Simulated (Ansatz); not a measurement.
# FHOSi (SMILES O=[SiH]F): single points off equilibrium

An exercise on one series of results from a longer session: the logs are not shown, and one member is left open.

Method: single points in def2-TZVPP; program: Ansatz 0.2.0, Gaussian basis.

Cores are frozen in the correlated methods.

## Where the work starts

SMILES `O=[SiH]F`, 4 atoms, charge 0, spin multiplicity 1.

Atoms are counted from 1 here; the program's logs count them from 0.

Bond lengths: O1–Si2 1.446 Å, Si2–F3 1.864 Å, Si2–H4 1.325 Å. Angles: O1–Si2–F3 119.1°, O1–Si2–H4 141.3°, F3–Si2–H4 98.0°.

Coordinates:

```
O     0.5950   -0.8132    1.1105
Si    0.1453    0.1053    0.0879
F    -1.3844   -0.3087   -0.8935
H     0.5704    1.1193   -0.6516
```

Set-up of the first run:

run/in.yaml

```yaml
crystal:
  periodic: [false, false, false]
  atoms:
    - {symbol: O, position_ang: [0.595000, -0.813200, 1.110500]}
    - {symbol: Si, position_ang: [0.145300, 0.105300, 0.087900]}
    - {symbol: F, position_ang: [-1.384400, -0.308700, -0.893500]}
    - {symbol: H, position_ang: [0.570400, 1.119300, -0.651600]}
basis:
  gaussian: {orbitals: def2-TZVPP}
correlation: {method: ccsd_t}
output: {forces: true}
```

The command line of these runs was not kept.

Among the steps run: CCSD(T)/def2-TZVPP; PBE0-D4/def2-TZVPP; wB97M-V/def2-TZVPP; r2SCAN-D4/def2-TZVPP; PBE-D4/def2-TZVPP; BHLYP-D4/def2-TZVPP; revPBE-D4/def2-TZVPP.

One table of the session follows, with a row left open; its other results are not shown here.

| method | RMS force component (eV/Å) | angle to CCSD(T) forces (°) | dipole (D) |
| --- | --- | --- | --- |
| CCSD(T) | 3.305 | reference | 3.48 |
| PBE0-D4 | 3.142 | 4.4 | 3.54 |
| wB97M-V | 3.105 | 3.0 | 3.59 |
| r2SCAN-D4 | 3.180 | 2.1 | 3.40 |
| PBE-D4 | 3.230 | 5.3 | 3.27 |
| BHLYP-D4 | 3.058 | 10.3 | 3.80 |
| revPBE-D4 | ? | ? | ? |

**Question.** Estimate the row for revPBE-D4.

**Answer.** RMS force component (eV/Å): 3.256; angle to CCSD(T) forces (°): 6.6; dipole (D): 3.24. In the column «RMS force component (eV/Å)» it lies between PBE-D4 (3.230) and CCSD(T) (3.305).
